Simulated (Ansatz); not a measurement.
The parent structure is GaN in the wurtzite structure (space group P6_3mc, No. 186; a = 3.1831 Å, c = 5.1836 Å).

Level of theory: DFT with r2SCAN, PAW potentials and a 500 eV plane-wave cutoff in Ansatz (an electronic-structure program), spin-orbit coupling left out.

Perturbation: Al takes the place of Ga on all its sites; the structure is relaxed again.

Measured band gap: GaN 3.68 eV (static lattice; corrected from measurement; as listed in Wei Chen et al., Physical Review Materials (2018)); AlN 6.51 eV (static lattice; corrected from measurement; as listed in Martin Feneberg et al., Physical Review B (2010)).

Measured lattice parameter a: GaN 3.189 Å (room temperature; as listed in M J Lucero, T M Henderson, G E Scuseria, Journal of Physics Condensed Matter (2012)); AlN 3.1113 Å (0 K or low temperature; as listed in arXiv:1206.3780).

Question: How well does r2SCAN reproduce the measured shift?

Answer: With r2SCAN the band gap moves by +2.53 eV (2.35 → 4.88) against +2.83 eV measured; the lattice parameter a moves by -0.076 Å (3.183 → 3.107) against -0.078 Å measured.

No phonon test of stability was made.
